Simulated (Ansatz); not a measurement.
```yaml
crystal:
  periodic: [false, false, false]
  atoms:
    - {symbol: C, position_ang: [-0.582345, 0.347918, -0.184612]}
    - {symbol: B, position_ang: [0.722677, -0.463734, 0.194474]}
    - {symbol: O, position_ang: [1.056880, -1.608296, -0.298101]}
    - {symbol: H, position_ang: [-1.192521, -0.166764, -0.925225]}
    - {symbol: H, position_ang: [-0.287036, 1.328336, -0.567013]}
    - {symbol: H, position_ang: [-1.167439, 0.515327, 0.723300]}
    - {symbol: H, position_ang: [1.511084, -0.020688, 1.011478]}
basis:
  gaussian: {orbitals: aug-pcseg-2, fitting: {mean_field: cc-pVTZ-jkfit}}
magnetization: {spin_polarized: false, initial_magnetization: 1}
hamiltonian: {xc: {name: HF}}
correlation: {method: ccsd}
```

```sh
$ ansatz run in.yaml --threads 2 --pin off --events-out ev --progress --plain --max-ram 20480MiB --backend cuda --devices 0, --max-vram 18GiB
```

Output, abridged:

```
Functional definition: HF
357 factors; integrals over basis functions are off by at most 7.7e-1 eV
mean field evaluation 1: about -3798.1480 eV, gradient 4.1e1 eV
mean field evaluation 2: about -3799.5785 eV, gradient 4.3e1 eV
mean field evaluation 4: about -3803.7234 eV, gradient 6.4e0 eV
mean field evaluation 8: about -3804.0869 eV, gradient 4.4e-3 eV
mean field -3804.08690782 eV, -139.7976153596 hartree, gradient 2.5e-6 eV, S^2 0.750000; 4 other end points of the search recorded, 0 dependent functions left out
determinant -3804.08690782 eV, -139.7976153596 hartree, with singles and doubles -3818.15938574 eV, -140.3147693845 hartree
determinant -3802.59978744 eV, -139.7429646936 hartree, with singles and doubles -3816.20793022 eV, -140.2430547170 hartree
3 core orbitals not correlated: weight in the atoms' cores, before any rotation towards them, 1.000 or more for the frozen orbitals, at most 0.000 for the correlated occupied ones
reference -3804.08690782 eV, -139.7976153596 hartree; 9, 8 occupied and 218, 219 virtual orbitals, 357 factors
second order -12.70822146 eV of doubles, -0.10923282 eV of singles
cycle   1  -13.89655187 eV  change    -1.1e0 eV  update   2.6e-2
cycle   2  -13.92882789 eV  change   -3.2e-2 eV  update   7.9e-3
cycle   3  -13.93353193 eV  change   -4.7e-3 eV  update   4.3e-3
cycle   4  -13.93772642 eV  change   -4.2e-3 eV  update   2.5e-3
cycle   5  -13.94246812 eV  change   -4.7e-3 eV  update   1.5e-3
cycle   6  -13.94473949 eV  change   -2.3e-3 eV  update   6.8e-4
cycle   7  -13.94515135 eV  change   -4.1e-4 eV  update   2.0e-4
cycle   8  -13.94531244 eV  change   -1.6e-4 eV  update   9.0e-5
cycle   9  -13.94529432 eV  change    1.8e-5 eV  update   5.0e-5
cycle  10  -13.94529066 eV  change    3.7e-6 eV  update   3.3e-5
cycle  11  -13.94530326 eV  change   -1.3e-5 eV  update   2.0e-5
Total energy: -3818.03221108 eV, -140.3100958020 hartree
```

Run time 6.5 s (2 threads of an AMD EPYC 7R13 on a shared host and a share of an NVIDIA H100 80 GB); peak host memory 0.93 GiB.
